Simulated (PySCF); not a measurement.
## Electron affinity of S by level of theory

S⁻ [Ne] 3s2 3p5 (2P) → S [Ne] 3s2 3p4 (3P), as a difference of total energies. Calculation: PySCF 2.14, in aug-cc-pwCVQZ (10s9p7d5f3g, 134 functions); no relativity, point nucleus. Correlated levels: valence: [Ne] frozen; valence and next inner shell: 1s2 frozen; nothing frozen. The calculations carry no spin-orbit coupling.

```tsv
method	electron affinity (eV)
UHF	0.883
LDA	2.393
PBE	2.165
PBE0	2.065
r2SCAN	2.127
PW91	2.213
PBEsol	2.159
BHandHLYP	1.946
MP2 (valence)	2.020
SCS-MP2 (valence)	2.032
MP2 (valence and next inner shell)	2.022
SCS-MP2 (valence and next inner shell)	2.032
MP2 (all electrons)	2.023
SCS-MP2 (all electrons)	2.032
```

Problem. How much does correlation contribute at MP2 (all electrons)?

Solution. 2.023 − (0.883) = 1.140 eV, measured against UHF.

In the anion the highest occupied orbital energy is positive at LDA, PBE, PBE0, r2SCAN, PW91, PBEsol, a self-interaction effect; the basis confines that electron, and the energy difference can still be sensible.

For comparison: 2.077 eV (measured; photodetachment measurements, as compiled on the Wikipedia data page of electron affinities).
